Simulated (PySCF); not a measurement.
**BN (triplet): the SCF solver's settings**

The same problem is solved with other solver options, one edit a run.

Method: method and basis as typed in the scripts; program: PySCF 2.14.0.

5 further runs of the same task are left out: 5 that didn't finish.

### 1 Where the work starts

BN (triplet): 2 atoms, charge 0, spin multiplicity 3.

Bond lengths: B1–N2 1.191 Å.

### 2 The base run

The input, input.py:

```python
from pyscf import gto, scf

mol = gto.M(
    atom='B 0 0 0; N 0 0 1.191',
    basis='6-31g*',
    charge=0,
    spin=2,
    symmetry=True,
    verbose=4,
)
mf = scf.UHF(mol)
mf.kernel()
mf.analyze()
print('orbital energies (hartree):', [e[max(0, n-3):n+3].round(4) for e, n in zip(mf.mo_energy, mol.nelec)])
```

The run is started by

```
$ OMP_NUM_THREADS=1 python input.py
```

Its log is not repeated here.

It gives: E(SCF) = -78.936318 Eh, 13 cycles, ⟨S²⟩ = 2.005, μ = 1.02 D.

The bond length is a typed value, not an optimised one. The triplet is typed in the script; nothing here shows that it is the ground state.

### 3 Smearing width 0.005 hartree

Variant 1 changes smearing width: none → 0.005 hartree.

The input, input.py:

```python
from pyscf import gto, scf

mol = gto.M(
    atom='B 0 0 0; N 0 0 1.191',
    basis='6-31g*',
    charge=0,
    spin=2,
    symmetry=True,
    verbose=4,
)
mf = scf.UHF(mol)
mf = scf.addons.smearing_(mf, sigma=0.005, method='fermi')
mf.kernel()
mf.analyze()
print('orbital energies (hartree):', [e[max(0, n-3):n+3].round(4) for e, n in zip(mf.mo_energy, mol.nelec)])
```

The run is started by

```
$ OMP_NUM_THREADS=1 python input.py
```

### 4 DIIS space 20

Variant 2 changes DIIS space: default → 20.

Changes to input.py since step 2:

```diff
@@ -11,2 +11,3 @@
 mf = scf.UHF(mol)
+mf.diis_space = 20
 mf.kernel()
```

### 5 Smearing width 0.2 hartree

Variant 3 changes smearing width: none → 0.2 hartree.

Changes to input.py since step 2:

```diff
@@ -11,2 +11,3 @@
 mf = scf.UHF(mol)
+mf = scf.addons.smearing_(mf, sigma=0.2, method='fermi')
 mf.kernel()
```

### 6 Convergence threshold 1e-05 hartree

Variant 4 changes convergence threshold: default → 1e-05 hartree.

Changes to input.py since step 2:

```diff
@@ -11,2 +11,3 @@
 mf = scf.UHF(mol)
+mf.conv_tol = 1e-05
 mf.kernel()
```

**Question.** What will these runs give? Wanted: for each run, E(SCF); from base; gap, α spin; SCF dipole.

The runs gave:

```
                                     run  E(SCF) (hartree)  from base (eV)  cycles  gap, α spin (eV)  SCF dipole (D)
                                    base        -78.936318               0      13             17.56            1.02
            smearing width 0.005 hartree        -78.878345         +1.5775      11               n/a            4.52
                           DIIS space 20        -78.936318          0.0000      13             17.56            1.02
smearing width 0.2 hartree (poor choice)        -78.092328  not comparable      14               n/a            0.20
     convergence threshold 1e-05 hartree        -78.936318          0.0000       8             17.57            1.02
```

Distance from each run's final energy (log10 hartree) by cycle:

```
                                     run  cycle 1  cycle 2  cycle 3  cycle 5  cycle 8  cycle 12
                                    base     -1.8     -1.7     -2.1     -4.2     -6.3     -10.3
            smearing width 0.005 hartree     -1.0     -0.7     -2.2     -2.7     -6.5      done
                           DIIS space 20     -1.8     -1.7     -2.1     -4.2     -6.3     -10.9
smearing width 0.2 hartree (poor choice)     -1.0     -1.6     -1.7     -2.9     -6.6      -8.2
     convergence threshold 1e-05 hartree     -1.8     -1.7     -2.1     -4.2     -6.8      done
```

What this shows: With DIIS space 20 or convergence threshold 1e-05 hartree the SCF ends at the base energy. Rows marked «poor choice» come from settings spoiled on purpose.
